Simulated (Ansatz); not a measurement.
hcp Hf was calculated with LDA (Ansatz, a first-principles code, PAW).

A relaxed, unreconstructed slab of the (0001) face has 6 atoms, two equal faces of 8.416 Å² each and an energy of -92859.0927 eV. A bulk cell of 2 atoms with the same orientation and in-plane k mesh has -30953.7167 eV. Energies are extrapolated to zero smearing.

Settings: plane-wave cutoff 500 eV, 24×24×1 k mesh (along the axes of the cell as run), Fermi–Dirac smearing 0.1 eV, scalar-relativistic PAW data made under PBE.

Worked out: γ = (E_slab − N E_bulk per atom)/2A = [-92859.0927 − 6 × (-30953.7167/2)]/(2 × 8.416) = 0.1222 eV/Å². With 16.022 J/m² per eV/Å² this is 1.96 J/m², or 1.03 eV per surface cell and face.
